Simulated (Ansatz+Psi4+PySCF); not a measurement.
Results of a calculation; reference values are marked as such.
Input for Psi4 1.11:

```
molecule {
1 2
C 0.000000 0.000000 0.762210
C 0.000000 0.000000 -0.762210
H 0.000000 1.018960 1.157230
H -0.882440 -0.509480 1.157230
H 0.882440 -0.509480 1.157230
H 0.000000 -1.018960 -1.157230
H -0.882440 0.509480 -1.157230
H 0.882440 0.509480 -1.157230
}

set basis cc-pVTZ
set reference uhf
set scf_type pk
energy('scf')
```

The input is written out from the run's settings.

The run gave:

| Item | Value |
| --- | --- |
| Converged | yes |
| Total energy | -78.81037 hartree |
| Spin squared of the determinant | 0.771 |
| Occupied orbitals by symmetry in an Abelian subgroup (alpha; beta) | 4 Ag 1 Bg 1 Au 3 Bu; 4 Ag 1 Au 3 Bu |

This is not the lowest solution: another run reaches a determinant 0.30 eV lower.
